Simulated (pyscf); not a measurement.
# Four-centre exchange: H₂P–InH₂ + H₂O → HO–PH–InH₂ + H₂

Gas phase, singlet surface, charge 0. Bonds broken: P1–H3, O7–H8. Bonds formed: P1–O7, H3–H8. PySCF, gas phase, ωB97X-D3(BJ)/def2-SVP geometries.

Transition state (Å):

```xyz
9

P     -0.2284     1.6786    -0.0347
In     0.6816    -0.7629    -0.3122
H     -0.4342     1.6226     1.9988
H     -1.4135     1.2556    -0.7069
H      0.2037    -1.4611    -1.8131
H      2.1123    -1.0245     0.6004
O     -0.9832    -0.5429     1.0097
H     -0.6829     0.8555     1.9086
H     -1.8278    -0.9200     0.7285
```

One imaginary mode, 886i cm⁻¹; descent along it reached the two sides named, in the forms told below.

```tsv
bond	change	reactant side (Å)	saddle	product side
P1–H3	breaks	1.427	2.045	3.8
O7–H8	breaks	0.968	1.689	2.6
P1–O7	forms	3.6	2.568	1.758
H3–H8	forms	2.8	0.811	0.760
```

Electronic energies relative to the separated reactants (kcal/mol):

```tsv
level	barrier	reaction energy	reverse barrier
ωB97X-D3(BJ)/def2-TZVP	64.8	+12.4	52.4
PBE/def2-TZVP	59.6	+12.3	47.3
r²SCAN/def2-TZVP	62.2	+12.1	50.0
B3LYP-D3(BJ)/def2-TZVP	61.5	+11.7	49.8
PBE0-D3(BJ)/def2-TZVP	65.2	+13.9	51.3
M06-2X/def2-TZVP	63.1	+11.8	51.3
ωB97M-D3(BJ)/def2-TZVP	64.1	+13.0	51.1
HF/def2-TZVP	79.1	+16.0	63.1
```

With ωB97M-D3(BJ)/def2-TZVP energies and thermal terms (ideal gas, 1 atm, RRHO with modes under 100 cm⁻¹ raised to 100, one conformer, R ln 2 for chiral ones without a mode under 150 cm⁻¹), in kcal/mol:

```json
[
 {"T (K)": "298", "ΔH‡": "61.2", "ΔG‡": "71.6", "ΔH": "+10.2", "ΔG": "+12.1"},
 {"T (K)": "600", "ΔH‡": "61.9", "ΔG‡": "82.0", "ΔH": "+11.2", "ΔG": "+13.7"},
 {"T (K)": "900", "ΔH‡": "63.0", "ΔG‡": "91.8", "ΔH": "+12.1", "ΔG": "+14.7"},
 {"T (K)": "1200", "ΔH‡": "64.0", "ΔG‡": "101.2", "ΔH": "+12.8", "ΔG": "+15.5"}
]
```

On the reactant side the descent ends in an adduct with a In–O contact (not fully relaxed), 14.0 kcal/mol under the separated species and 78.8 kcal/mol under the saddle at ωB97X-D3(BJ)/def2-TZVP. On the product side the descent ends in an adduct with a In–O contact (not fully relaxed), 2.6 kcal/mol over the separated species and 49.8 kcal/mol under the saddle at ωB97X-D3(BJ)/def2-TZVP. The same reactants have a lower exit, to PH₃ + HO–InH₂ (barrier +11.8 kcal/mol at ωB97M-D3(BJ)/def2-TZVP, against +64.1 kcal/mol here). This is the saddle that the search found; another between the same sides may lie lower. Elements past Kr carry the def2 core potentials, without spin-orbit coupling.
